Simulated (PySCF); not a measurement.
**TDDFT excited states: C3H10N2**

Species: propylenediamine, C3H10N2.
SMILES: `C[C@H](CN)N`

Computed with PySCF, TDDFT wB97X-D/def2-SVPD, vertical, gas phase, core orbitals frozen in the response. Isolated species at its GFN2-xTB geometry (one conformer only). Torsions of this conformer, `[CH3:1][C@@H:2]([NH2:3])[CH2:4][NH2:5]`: C1–C2–C4–N5 179°, H–N3–C2–C1 59°, H–N3–C2–C1 -60°, H–N5–C4–C2 54°, H–N5–C4–C2 -62°.

Problem. Predict the UV-vis stick spectrum at this level.

Solution. 

```
state  E (eV)  λ (nm)       f  |μ| (D)     main configurations (H = HOMO, L = LUMO)
   S1    6.65   186.4   0.013     0.73          H→L (47%), H→L+1 (30%), H→L+2 (11%)
   S2    6.71   184.7   0.044     1.31                   H-1→L (75%), H-1→L+3 (15%)
   S3    7.47   165.9   0.019     0.81          H→L+1 (49%), H→L (24%), H→L+2 (12%)
   S4    7.73   160.4   0.012     0.65                 H-1→L+2 (40%), H-1→L+1 (34%)
   S5    7.83   158.4   0.019     0.81          H→L+2 (35%), H→L+3 (19%), H→L (10%)
   S6    8.01   154.9  0.0042     0.37          H→L+3 (56%), H→L+2 (21%), H→L (10%)
   S7    8.19   151.4  0.0039     0.35  H-1→L+1 (34%), H-1→L+2 (31%), H-1→L+3 (16%)
   S8    8.26   150.1  0.0044     0.37    H-1→L+3 (48%), H-1→L+1 (20%), H-1→L (14%)
```

Triplets (Tamm–Dancoff): T1 6.49 eV, H→L (39%), H→L+1 (35%), H→L+2 (11%); T2 6.52 eV, H-1→L (70%), H-1→L+3 (18%); T3 7.38 eV, H→L+1 (39%), H→L (35%), H→L+2 (8%).

The lowest singlet comes at 186 nm (642 kJ/mol) in the vacuum ultraviolet; it is weak; its leading configuration is HOMO→LUMO (47%). The strongest level in the table is S2 at 6.71 eV (185 nm, f = 0.044). Löwdin shares by element: HOMO nitrogen 61% or more, carbon 20% or more, hydrogen 6% or more; LUMO carbon 39%, hydrogen 10% or more (atoms not listed hold the other 52%). Of the 8 states listed, 5 reach f = 0.01 and none stays under 0.0005. Weighted by f, the mean energy of these states is 7.26 eV. The oscillator strengths of these states sum to 0.120; summed over the whole spectrum of an exact calculation they would give the number of electrons, 42 (Thomas–Reiche–Kuhn). Singlets were solved by full linear response, triplets in the Tamm–Dancoff approximation.
